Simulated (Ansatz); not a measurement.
SnSe (Pnma, No. 62), treated with LDA (plane waves, PAW; Ansatz, a program for electronic structure).

Run with plane-wave cutoff 520 eV, 4×8×8 k mesh (along the axes of the cell as run), Fermi–Dirac smearing 0.01 eV, scalar-relativistic PAW data made under PBE.

Cell (relaxed at this level):

```
CELL_PARAMETERS angstrom
     11.31010     0.00000     0.00000
      0.00000     4.11361     0.00000
      0.00000     0.00000     4.32024
ATOMIC_POSITIONS crystal
  Sn 0.61715 0.75000 0.40417
  Sn 0.38285 0.25000 0.59583
  Sn 0.88285 0.25000 0.90417
  Sn 0.11715 0.75000 0.09583
  Se 0.14239 0.25000 0.52426
  Se 0.85761 0.75000 0.47574
  Se 0.35761 0.75000 0.02426
  Se 0.64239 0.25000 0.97574
```

### Question
Predict the band gap, smallest direct gap on the k points sampled and Γ–Γ gap.

### Answer

- band gap: 0.39 eV
- smallest direct gap on the k points sampled: 0.65 eV
- Γ–Γ gap: 1.09 eV

Measured, for comparison: band gap 0.91 eV (temperature not stated, no zero-point or thermal correction, compiled measured gap; kind and temperature not stated; as tabulated in Kothakonda et al. (2022), arXiv:2208.02841).

Spin–orbit coupling is not included.

The computed numbers hold no vibrational or temperature effects.
